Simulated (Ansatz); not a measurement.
System: CHN, charge 1, multiplicity 2. 
Structure (B3LYP-D3(BJ)/def2-TZVP (Ansatz, an electronic-structure program) minimum search):
```
C
N 1 1.2074
H 1 1.0934 2 180.00
```
Charge +1, spin multiplicity 2.

Basis-set convergence of Hartree-Fock and CCSD(T) correlation energies (hartree) with Ansatz. Correlated levels leave the core frozen unless marked. UHF or UKS for open shells. Spin-orbit coupling is left out. Non-relativistic.

```
basis    functions      E(HF)  E(corr, CCSD(T))
-------  ---------  ---------  ----------------
cc-pVDZ         33  -92.44503          -0.25938
cc-pVTZ         74  -92.46864          -0.31106
cc-pVQZ        140  -92.47463          -0.32759
```

Extrapolating the two largest sets (X = 3 and 4) as X^-3: E(corr) = (64·(-0.32759) - 27·(-0.31106))/37 = -0.3397 Eh, an estimate of the basis-set limit. The largest set recovers 96.4 % of it, the smallest 76.4 %.
